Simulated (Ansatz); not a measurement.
Born–Oppenheimer molecular dynamics of CH₄Si (6 atoms, charge 0, multiplicity 1). It starts from a relaxed structure.

All numbers below come from UKS B3LYP-D4/def2-SVP (Ansatz).

```yaml
ensemble: NVT, Langevin thermostat
time_step: 0.5 fs
steps_asked: 100
set_temperature: 400 K
friction: 0.001 /fs
temperature_schedule: 25 steps to 400 K, then 75 steps to 100 K
seed: 654644
```

First frame:

```xyz
6
Properties=species:S:1:pos:R:3
C -0.095 -0.368 -0.373
Si 0.925 0.216 1.135
H -1.169 -0.417 -0.108
H 0.218 -1.347 -0.767
H -0.026 0.382 -1.185
H 0.147 1.533 1.299
```

(1) What does the run give?

(2) What happens to the structure?

(3) How do temperature and energy run in time?

Answers

(1) All steps were run.

```yaml
steps_done: 100
time_covered: 50 fs
mean_temperature_over_the_second_half: 201 K
spread_of_the_potential_energy_over_the_second_half: 3.0 meV per atom
mean_potential_energy_of_the_second_half_above_the_start: 12.9 meV per atom
```

The schedule's set-point averaged 200 K over the second half and the system 201 K. A run of 0.05 ps of so small a system gives no equilibrium averages.

(2) The same pairs are bonded in the first frame and the last. Pairs count as bonded within 1.25 times the sum of covalent radii (0.12 Å more for H–H). The details hang on the random start.

(3) 
| time (fs) | T (K) | potential energy less start (eV) |
| --- | --- | --- |
| 0.0 | 333 | 0.000 |
| 2.5 | 314 | 0.014 |
| 5.0 | 283 | 0.043 |
| 7.5 | 251 | 0.068 |
| 10.0 | 228 | 0.076 |
| 12.5 | 244 | 0.078 |
| 15.0 | 216 | 0.089 |
| 17.5 | 223 | 0.086 |
| 20.0 | 231 | 0.079 |
| 22.5 | 239 | 0.070 |
| 25.0 | 253 | 0.055 |
| 27.5 | 252 | 0.051 |
| 30.0 | 232 | 0.060 |
| 32.5 | 202 | 0.087 |
| 35.0 | 188 | 0.097 |
| 37.5 | 168 | 0.104 |
| 40.0 | 173 | 0.098 |
| 42.5 | 186 | 0.086 |
| 45.0 | 205 | 0.069 |
| 47.5 | 202 | 0.064 |
| 50.0 | 191 | 0.072 |

Run time: 4.6 min on 1 thread of Arm Neoverse N1, with other jobs on the host, peak memory 0.12 GiB.
